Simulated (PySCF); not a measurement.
Compound: C3H3ClO.
SMILES with atom numbers: `[CH2:1]=[CH:2][C:3](=[O:4])[Cl:5]` (hydrogens: H6, H7 on C1; H8 on C2)

Torsions of this conformer, `[CH2:1]=[CH:2][C:3](=[O:4])[Cl:5]`: C1–C2–C3–O4 1°.

The closed-shell ground state was solved at several levels (PySCF, density fitting, gas phase, non-relativistic). The structure is a single PBE0-D3(BJ)/def2-SVP conformer in the gas phase; no vibrational or solvent corrections.

```json
{"level": "PBE0/IGLO-III", "basis functions": "214", "HOMO (eV)": "-8.59", "LUMO (eV)": "-2.37", "gap (eV)": "6.22", "dipole (D)": "3.07"}
{"level": "PBE0/aug-cc-pVDZ", "basis functions": "146", "HOMO (eV)": "-8.65", "LUMO (eV)": "-2.42", "gap (eV)": "6.23", "dipole (D)": "3.16"}
{"level": "PBE0/cc-pVTZ", "basis functions": "196", "HOMO (eV)": "-8.58", "LUMO (eV)": "-2.31", "gap (eV)": "6.27", "dipole (D)": "3.11"}
{"level": "PBE0/cc-pVDZ", "basis functions": "89", "HOMO (eV)": "-8.44", "LUMO (eV)": "-2.14", "gap (eV)": "6.30", "dipole (D)": "3.08"}
```

(1) What might PBE0/pcSseg-0 (55 basis functions) give for the same quantities?

(2) How much does the basis alone move the frontier levels among the 5 PBE0 rows (the withheld one included)?

(3) How far do the dipole and the HOMO energy spread over the levels?

## Answers

(1) HOMO -8.75 eV, LUMO -2.43 eV, gap 6.32 eV, dipole 3.52 D.

(2) The HOMO by 0.31 eV and the LUMO by 0.29 eV. By rising basis size (HOMO, LUMO in eV): pcSseg-0 -8.75, -2.43; cc-pVDZ -8.44, -2.14; aug-cc-pVDZ -8.65, -2.42; cc-pVTZ -8.58, -2.31; IGLO-III -8.59, -2.37.

(3) The dipole runs from 3.07 to 3.52 D (mean 3.19 D) and the HOMO from -8.75 to -8.44 eV.
